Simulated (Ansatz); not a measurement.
PH3, singlet: CASSCF and its corrections

Computed with Ansatz's Gaussian-basis code (development build); NEVPT3, NEVPT4(SD), MRCISD by development code. Basis aug-cc-pV(T+d)Z, nonrelativistic, 5 orbitals frozen in the corrections. State-specific CASSCF; RHF is the lowest restricted (open-shell) Hartree–Fock solution met. On stretched bonds single-reference methods can fail or change state. Solutions may break the symmetry of the shape. The lowest solution met needn't be the lowest there is, nor hold the orbitals that a chemist would pick.

Geometry. A bond is stretched, to 1.64 times the sum of the covalent radii.

```xyz
4

P     0.1194    0.0000    0.0986
H    -0.1696    0.0000   -2.1460
H    -0.8103   -1.0398    0.3336
H    -0.8103    1.0398    0.3336
```

**Question.** What do CASSCF and its corrections give against RHF in CAS(2,2), and what are the occupations?

**Answer.** CASSCF -1.180 eV, SC-NEVPT2 -5.307 eV, FIC-NEVPT2 -5.309 eV, NEVPT3 -5.940 eV, NEVPT4(SD) -6.141 eV, MRCISD -5.796 eV; occupations 1.81, 0.19. The MRCI reference weight is 0.917.

**Question.** How do single-reference totals in the same basis and frozen core stand against SC-NEVPT2 in CAS(2,2)?

**Answer.** CCSD(T) -0.897 eV. Coupled cluster stands on the determinant that it favours, which can lie over the RHF solution above, and is in doubt where the occupations are far from 0, 1 and 2.

**Question.** Roughly how much CPU time does a whole run from the default start take (median of such runs, summed over threads; nearly all runs on one pinned thread of a shared server, mostly Xeon at 2.3 to 2.6 GHz, by a development driver)?

**Answer.** CAS(2,2): about 2.8 s. Other jobs ran beside these, and the count of passes differs.
